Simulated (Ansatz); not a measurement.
# H3S with multiplicity 2: a dynamics run in two tries

Aim: a short trajectory for this system.

Method: UKS B3LYP/def2-SVP, in Ansatz 0.2.0.

## Step 1: The system as given

Bond lengths: S2–H4 1.330 Å.

Coordinates:

```xyz
4

H    -0.6068   -0.2582   -0.3454
S     0.3248    1.0350    0.4834
H    -1.0757   -0.9893   -0.7808
H     1.3577    0.2126    0.6429
```

## Step 2: First attempt

The input, input.yaml:

```yaml
crystal:
  periodic: [false, false, false]
  atoms:
    - { symbol: H, position_ang: [-0.6068, -0.2582, -0.3454] }
    - { symbol: S, position_ang: [0.3248, 1.035, 0.4834] }
    - { symbol: H, position_ang: [-1.0757, -0.9893, -0.7808] }
    - { symbol: H, position_ang: [1.3577, 0.2126, 0.6429] }
magnetization:
  spin_polarized: true
  initial_magnetization: 1
basis:
  gaussian: { orbitals: def2-SVP }
hamiltonian:
  xc: b3lyp
md:
  timestep: 0.5
  n_steps: 25
  ensemble: nve
  temperature: 100.0
  initial_velocities: maxwell_boltzmann
  seed: 71921
  dt: 0.5
```

On the command line:

```sh
$ ansatz run input.yaml --threads 1 --pin off --max-ram 2048MiB --backend cpu --events-out ev --progress --plain --runs-dir out
```

**Question.** What will these runs give? Wanted: first try.

As calculated:

| quantity | value |
| --- | --- |
| first try | refused |
| cause | one key bears a name from other programs (dt, n_images) that this one doesn't know |

The fault in the first input was caught at the input check and cost nothing.
